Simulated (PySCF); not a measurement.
Species: C₃H₆N (doublet state).
Z-matrix (Å and degrees, GFN2-xTB geometry), rows numbered from 1:
```
C 
C   1  1.4758
C   2  1.3919  1  124.05
N   3  1.2952  2  127.42  1   179.87
H   1  1.0927  2  110.41  3   122.15
H   1  1.0929  2  110.40  3  -120.43
H   1  1.0872  2  111.31  3     0.75
H   2  1.0833  1  117.30  3   179.83
H   3  1.0873  2  117.83  1    -0.21
H   4  1.0206  3  113.18  2     0.04
```

Computed geometry: GFN2-xTB, gas phase. This method treats the open shell by occupation alone, without spin polarisation.

Take the most abundant isotopes and a rigid rotor. The values belong to one conformer with, in the numbering `[H]/[N:4]=[CH:3]\[CH:2][CH3:1]`, C1–C2–C3–N4 180°.

(1) What are A, B and C (GHz)?

(2) What kind of rotor is it?

(3) Is it planar, by Δ = Ic − Ia − Ib?

(4) Give the other two planar moments, Paa and Pbb, and the rms extents of the mass along the axes.

Results:

(1) Ia = 12.54, Ib = 120.78, Ic = 130.24 u·Å²; 505379 MHz·u·Å²/I gives 40291, 4184 and 3881 MHz, that is A = 40.291, B = 4.1843, C = 3.8805 GHz.

(2) A near-prolate asymmetric top. Ray's parameter κ = (2B − A − C)/(A − C) = -0.983; −1 is the prolate and +1 the oblate limit.

(3) Not planar: Δ = Ic − Ia − Ib = -3.09 u·Å². For a rigid frame Δ = −2 Σ m c², so Σ m c² = 1.54 u·Å² lies off the ab plane, practically all of it from hydrogen. The atom farthest from that plane is 0.88 Å away.

(4) Paa = Σ m a² = (Ib + Ic − Ia)/2 = 119.24 and Pbb = Σ m b² = (Ia + Ic − Ib)/2 = 11.00 u·Å². With the mass M = 56.05 u, the rms extents √(P/M) along a, b and c are 1.46, 0.44, 0.17 Å.

For this open shell read J as N, the rotation without spin; fine and hyperfine splittings come on top. No GFN2-xTB frequencies stand behind this structure, so it isn't proved a minimum. These are rigid-rotor constants of the computed structure; measured ground-state constants (B0) also hold zero-point vibration.
